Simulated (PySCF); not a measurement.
# Electric properties by functional and basis

Compound: 2-chloro-1-propene, C₃H₅Cl.
InChI=1S/C3H5Cl/c1-3(2)4/h1H2,2H3

PySCF, dipoles from the SCF density, polarisabilities from static response with core orbitals frozen. Isolated species at its PBE0-D3(BJ)/def2-SVP geometry, gas phase.

Task: How do dipole and polarisability depend on functional and basis here?

Result: 

```
              level  μ (D)  error (%)  α (Å³)  anisotropy (Å³)
      LDA/def2-SVPD  1.650       -0.6    8.16             3.46
      PBE/def2-SVPD  1.638       -1.4    8.08             3.46
    B3LYP/def2-SVPD  1.674       +0.9    7.91             3.39
     PBE0/def2-SVPD  1.712       +3.1    7.82             3.34
BHandHLYP/def2-SVPD  1.751       +5.5    7.69             3.32
CAM-B3LYP/def2-SVPD  1.712       +3.1    7.80             3.32
  wB97X-D/def2-SVPD  1.752       +5.5    7.78             3.27
  LC-wPBE/def2-SVPD  1.764       +6.3    7.59             3.20
       HF/def2-SVPD  1.859      +12.0    7.53             3.31
        PBE0/6-31G*  1.726       +4.0    6.04             4.14
      PBE0/def2-SVP  1.528       -8.0    6.18             3.82
     PBE0/def2-TZVP  1.604       -3.4    7.30             3.65
```

Reference dipole: 1.660 D (measured, unstated (gas or solution; conformer average); Muller, Mokrushina, Arlt, J. Chem. Eng. Data 57 (2012) 1231, supporting information). The anisotropy is √(½[(α1 − α2)² + (α2 − α3)² + (α3 − α1)²]). For the dipole, the smallest error is 0.6% (LDA/def2-SVPD) and the largest 12.0% (HF/def2-SVPD). The dipole runs from 1.53 D (PBE0/def2-SVP) to 1.86 D (HF/def2-SVPD). No reference polarisability is at hand; against PBE0 in the largest diffuse basis at hand (def2-SVPD) the other PBE0 rows deviate by 6-31G* -23%, def2-SVP -21%, def2-TZVP -7%. In one basis (def2-SVPD) the functionals order the polarisability from HF (lowest) to LDA (highest), a spread of 8%. With PBE0 the polarisability is 6.51 Å³ without diffuse functions (mean of 6-31G*, def2-SVP and def2-TZVP) and 7.82 Å³ with them (def2-SVPD). Measured values can belong to vibrating molecules and may average over conformers; the computed ones are for one fixed geometry.
